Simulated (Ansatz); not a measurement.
We consider SnSe (Pnma, No. 62), described by PBEsol (Ansatz, a first-principles code, plane waves, PAW).

Numerical settings: plane-wave cutoff 520 eV, 4×8×8 k mesh (along the axes of the cell as run), Fermi–Dirac smearing 0.01 eV, scalar-relativistic PAW data made under PBE.

Cell (measured lattice):

```yaml
crystal:
  lattice:
    - [11.37000, 0.00000, 0.00000]
    - [0.00000, 4.18600, 0.00000]
    - [0.00000, 0.00000, 4.43900]
  atoms:
    - { symbol: Se, position: [0.85550, 0.25000, 0.48280] }
    - { symbol: Se, position: [0.64450, 0.75000, 0.98280] }
    - { symbol: Se, position: [0.35550, 0.25000, 0.01720] }
    - { symbol: Se, position: [0.14450, 0.75000, 0.51720] }
    - { symbol: Sn, position: [0.11870, 0.25000, 0.09880] }
    - { symbol: Sn, position: [0.38130, 0.75000, 0.59880] }
    - { symbol: Sn, position: [0.61870, 0.25000, 0.40120] }
    - { symbol: Sn, position: [0.88130, 0.75000, 0.90120] }
```

Question: Predict the band gap, smallest direct gap on the k points sampled and Γ–Γ gap.

Answer: 
- band gap = 0.50 eV
- smallest direct gap on the k points sampled = 0.63 eV
- Γ–Γ gap = 1.24 eV

Measured, for comparison: band gap 0.91 eV (temperature not stated, no zero-point or thermal correction, compiled measured gap; kind and temperature not stated; as tabulated in Kothakonda et al. (2022), arXiv:2208.02841).

Note: cell and atoms aren't relaxed at this level (largest force component 0.17 eV/Å, pressure -0.4 GPa).

Spin–orbit coupling is not included.

Static lattice: no zero-point or thermal effects.

Computing time: very roughly 5 core-minutes.
